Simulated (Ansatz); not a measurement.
# BCO (doublet): the correlation ladder at distance C1–B2 = 1.848 Å, cc-pVDZ

Aim: climb from Hartree-Fock through coupled cluster and multireference methods for BCO (doublet) at one geometry and basis, and see what each rung misses.

Computed with Ansatz 0.2.0, Gaussian basis. Level: cc-pVDZ, core rule «outside noble gas», up to 3 orbitals frozen.

Plan: UHF; CCSD(T) on ROHF; CCSD(T) on UHF; BCCD(T) on ROHF; CISD; CCSDT(Q) on ROHF; CCSDT(Q) on UHF; CASSCF and MRCISD+Q, 3 electrons in 3 orbitals; CASSCF and NEVPT2, 3 electrons in 3 orbitals; CASSCF and NEVPT2, 11 electrons in 11 orbitals.

19 further runs of the same task are left out: 2 for a known fault of the program, 1 for a mislabelled method, 11 that didn't finish, 5 set aside as unsound or not needed.

### 1 The geometry

The geometry derives from a PBE0/def2-TZVP stationary point (not a proven minimum). One bond is set to the value named and the two fragments are kept rigid.

3 atoms, charge 0, spin multiplicity 2.

Atoms are counted from 1 here; the program's logs count them from 0.

Bond lengths: B2–O3 1.208 Å.

### 2 UHF

File in.yaml:

```yaml
crystal:
  periodic: [false, false, false]
  atoms:
    - {symbol: C, position_ang: [0.000000, 0.000000, 1.634633]}
    - {symbol: B, position_ang: [0.000000, 0.000000, -0.213367]}
    - {symbol: O, position_ang: [0.000000, 0.000000, -1.421267]}
basis:
  gaussian: {orbitals: cc-pVDZ}
magnetization: {spin_polarized: true, initial_magnetization: 1}
hamiltonian: {xc: hf}
output: {orbitals: {seedname: orbitals}}
```

On the command line:

```
$ ansatz run in.yaml --threads 1 --pin off --events-out ev --progress --plain --max-ram 2393MiB
```

After this run come: CCSD(T) on ROHF; CCSD(T) on UHF; BCCD(T) on ROHF; CISD; CCSDT(Q) on ROHF; CCSDT(Q) on UHF; CASSCF and MRCISD+Q, 3 electrons in 3 orbitals; CASSCF and NEVPT2, 3 electrons in 3 orbitals; CASSCF and NEVPT2, 11 electrons in 11 orbitals.

Q: Predict the results of all the runs planned. Wanted: UCCSDT(Q) below the RHF energy; RMP2 from UCCSDT(Q); UMP2 from UCCSDT(Q); RCCSD from UCCSDT(Q); RCCSD(T) from UCCSDT(Q); UCCSD(T) from UCCSDT(Q); RCCSDT(Q) from UCCSDT(Q); MRCISD+Q pair from UCCSDT(Q); NEVPT2 valence from UCCSDT(Q).

As calculated:

```
                         quantity                      value
   UCCSDT(Q) below the RHF energy                -10.2666 eV
              RMP2 from UCCSDT(Q)                +1147.2 meV
              UMP2 from UCCSDT(Q)                +1279.4 meV
             RCCSD from UCCSDT(Q)                 +435.9 meV
          RCCSD(T) from UCCSDT(Q)                  +75.7 meV
          UCCSD(T) from UCCSDT(Q)                  +84.7 meV
         RCCSDT(Q) from UCCSDT(Q)                   +9.9 meV
     MRCISD+Q pair from UCCSDT(Q)                 +243.4 meV
    NEVPT2 valence from UCCSDT(Q)                +1134.7 meV
levels within 1 kcal/mol (43 meV)  RCCSDT, UCCSDT, RCCSDT(Q)
                    T1 diagnostic                      0.026
   effectively unpaired electrons                       1.09
```

**Reading.** RCCSD(T) misses by +75.7 meV, 0.7 % of the correlation energy. One determinant dominates. Of the multireference levels listed MRCISD+Q pair comes nearest in total energy (+243.4 meV), which doesn't show that its space is the better one. These misses are within one basis, not against nature; the frozen cores of restricted and unrestricted runs differ, which can shift their rows.
